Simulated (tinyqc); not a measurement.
Geometry optimisation on the RHF/sto-3g surface (energies and gradients from PySCF), for OH-, spin multiplicity 1, step by step. The basis has no diffuse functions, so it cannot describe the extra electron: this is an exercise in the method, not the real anion. Computed by tinyqc, a small Python program that keeps every step (integrals from PySCF). Settings: charge = -1, multiplicity = 1, basis = sto-3g, optimiser = bfgs, first Hessian = 0.6, largest step = 0.3, iteration cap = 30. Command: `OMP_NUM_THREADS=1 python tinyqc.py 26369 26370 out.jsonl` (the two numbers bound the seeds that draw the settings). One thread of a shared host (Intel(R) Xeon(R) Processor @ 2.60GHz), about 0.3 s of CPU time with the checks.

## Step 1: energy and gradient

positions at the start (bohr):
```
           x         y         z
1O  0.000000  0.000000  0.000000
2H  0.000000  0.000000  1.829255
```

Self-consistent energy and analytic gradient at these positions.

energy = -74.05705146 hartree

gradient (hartree/bohr):
```
             x           y            z
1O  0.00000000  0.00000000   0.09322558
2H  0.00000000  0.00000000  -0.09322558
```

## Step 1: move

Quasi-Newton step p = -H^(-1) g (first H = 0.6 times the unit matrix); steps longer than 0.3 bohr are cut back.

positions after step 1 (bohr):
```
           x         y          z
1O  0.000000  0.000000  -0.155376
2H  0.000000  0.000000   1.984631
```

## Step 2: energy and gradient

As before.

energy = -74.06262081 hartree

gradient (hartree/bohr):
```
             x           y            z
1O  0.00000000  0.00000000  -0.03691852
2H  0.00000000  0.00000000   0.03691852
```

## Step 2: move

inverse Hessian in use (bohr^2/hartree), lower triangle:
```
          1         2         3         4         5         6
1  1.666667
2  0.000000  1.666667
3  0.000000  0.000000  1.430272
4  0.000000  0.000000  0.000000  1.666667
5  0.000000  0.000000  0.000000  0.000000  1.666667
6  0.000000  0.000000  0.236395  0.000000  0.000000  1.430272
```

Quasi-Newton step p = -H^(-1) g (the inverse Hessian comes from BFGS updates; coordinates in the order x, y, z of each atom); steps longer than 0.3 bohr are cut back.

positions after step 2 (bohr):
```
           x         y          z
1O  0.000000  0.000000  -0.111300
2H  0.000000  0.000000   1.940555
```

## Step 3: energy and gradient

As before.

energy = -74.06481602 hartree

gradient (hartree/bohr):
```
             x           y            z
1O  0.00000000  0.00000000  -0.01169890
2H  0.00000000  0.00000000   0.01169890
```

## Step 3: move

inverse Hessian in use (bohr^2/hartree), lower triangle:
```
          1         2          3         4         5         6
1  1.666667
2  0.000000  1.666667
3  0.000000  0.000000   1.707180
4  0.000000  0.000000   0.000000  1.666667
5  0.000000  0.000000   0.000000  0.000000  1.666667
6  0.000000  0.000000  -0.040513  0.000000  0.000000  1.707180
```

As before.

positions after step 3 (bohr):
```
           x         y          z
1O  0.000000  0.000000  -0.090854
2H  0.000000  0.000000   1.920109
```

## Convergence

Stop when the largest gradient component is below 3e-5 hartree/bohr. The inverse Hessian follows the BFGS update with s = step, y = change of gradient.

Course of the optimisation:

| step | E (hartree) | largest gradient (hartree/bohr) |
|---|---|---|
| 1 | -74.05705146 | 9.32e-02 |
| 2 | -74.06262081 | 3.69e-02 |
| 3 | -74.06481602 | 1.17e-02 |
| 4 | -74.06500786 | 2.62e-03 |
| 5 | -74.06501711 | 1.39e-04 |
| 6 | -74.06501714 | 1.53e-06 |

Final distances (angstrom):

| pair | distance |
|---|---|
| 2H-1O | 1.067918 |

Converged in 6 steps.
